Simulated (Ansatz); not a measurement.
This script drives the Python package of Ansatz (0.2.0).

The script reads `c4h8no.xyz`:
```text
14

C     1.86210   -0.38570    0.39990
N     0.87690    0.52490   -0.18550
O     1.18740    1.77890    0.22690
C    -0.44940    0.21170    0.34760
C    -1.22620   -0.78220   -0.49930
C    -1.57830    0.69580   -0.54640
H     1.87820   -0.30260    1.51010
H     2.87280   -0.14100    0.00920
H     1.63220   -1.43470    0.11300
H    -0.63020    0.23110    1.44530
H    -0.69970   -1.15310   -1.40480
H    -1.94700   -1.40330    0.07290
H    -2.51320    0.95460   -0.00600
H    -1.26570    1.20550   -1.48310
```

The script, `c4h8no_energy.py`:
```python
"""Electronic structure of the C4H8NO molecule."""

from dataclasses import dataclass
import logging
import sys
import warnings

import ansatz as az

logging.basicConfig(stream=sys.stdout, format="%(name)s: %(message)s")
logger = logging.getLogger("calc")
logger.setLevel(logging.INFO)


@dataclass(frozen=True)
class RunConfig:
    basis_set: str = "def2-SVPD"


opts = RunConfig()

warnings.simplefilter("ignore", az.DeckWarning)

molecule = az.Crystal.molecule_from_extxyz("c4h8no.xyz")

job = (
    molecule.calculation()
    .basis(gaussian=opts.basis_set)
    .functional(az.LibraryFunctional("B97M-V"))
    .spin("collinear", total=1)
)
summary = job.session().plan(threads=1).execute().report

for key in ("converged", "free_energy_ev", "reference_energy_ev", "n_frozen", "n_occupied", "n_virtual"):
    logger.info(f"{key:22s} {summary[key]}")

state = summary["mean_field"]["state"]
logger.info(f"mean field: {state['energy']['hartree']:.7f} Ha, <S^2> = {abs(state['spin_squared']):.4f}, stability: {state.get('stability', {}).get('kind')}")
```

It is started by `python c4h8no_energy.py`. Estimate its wall time and peak memory on 1 thread of Arm Neoverse V1, with other jobs on the host.

It took about 68 s, with a peak of 0.52 GiB, for 1 run of the engine.

```console
$ python c4h8no_energy.py
calc: converged              True
calc: free_energy_ev         -7805.354556631754
calc: reference_energy_ev    -7805.354556631754
calc: n_frozen               0
calc: n_occupied             [24, 23]
calc: n_virtual              [163, 164]
calc: mean field: -286.8414893 Ha, <S^2> = 0.7545, stability: minimum
```

Caveats:
- Total energies depend on the basis set; only differences at equal settings carry meaning.
- The geometry is a force-field or estimated start, not a minimum of this method, and the basis set is short of its limit.
- The species is open-shell (spin multiplicity 2).

(Lines on the test bed's own set-up are left out of the output.)
